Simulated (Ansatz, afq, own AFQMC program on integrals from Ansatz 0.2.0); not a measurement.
## AlSiH, triplet: AFQMC among the cluster methods

```xyz
3

Si    0.0000    0.0000    3.6947
Al    0.0000    0.0000   -0.4332
H     0.0000    0.0000   -3.2616
```

Connectivity, by distances: Si ··· Al ··· H.

Basis 6-31G. Only valence electrons are correlated. AFQMC by an in-house program on the Cholesky factors that Ansatz 0.2.0 writes for its CCSD(T) run. ph-AFQMC/CISD is guided by a CISD state made of CCSD amplitudes; releasing the constraint for a short imaginary time cuts its bias at the price of noise, slowly where states lie close. ± is one standard error of the sampling.

Determinant: ROHF, the one that the program's search chose, which needn't be the lowest solution. The geometry is a point of a scan.

Full CI on the same integrals is exact in this basis and with this determinant's frozen core.

Cautions: lower spins were not checked; a spin-contaminated unrestricted determinant lies lower (UHF 556 meV lower, ⟨S²⟩ 2.73); strong correlation (T1 0.044, weight of the determinant 0.81, largest double 0.19); the released energies are still falling, so no released level is given (meV from the phaseless value at times in 1/Eh: -2.3 ± 2.3 at 0.24, -5.1 ± 1.9 at 0.51, -7.1 ± 1.9 at 0.99, -12.0 ± 2.2 at 1.62, -14.0 ± 2.1 at 2.40).

The T1 diagnostic is 0.0441. The weight of the determinant in the CISD state is 0.815 and the size of the correlated space is 8 electrons in 18 orbitals.

Reference: full CI, correlation energy -2.659 eV.

```tsv
level	E − E(reference) (mEh)	share of correlation (%)
HF	97.72	0.00
MP2	42.26	56.75
CCSD	2.54	97.40
CCSD(T)	1.07	98.91
CCSDT	0.23	99.77
CCSDT(Q)	0.09	99.91
CCSDTQ	0.01	99.99
ph-AFQMC/HF	5.93 ± 1.50	93.93
ph-AFQMC/CISD	1.52 ± 0.07	98.44
```

CCSDT and higher add their correlation energy to the determinant of the CCSD(T) run, since their own runs factorise the integrals more tightly (a shift of under 2 meV). A walk keeps the symmetry of its determinant, which the program's search chose and which needn't be the lowest solution, so a lower state of the same spin and another symmetry isn't excluded.
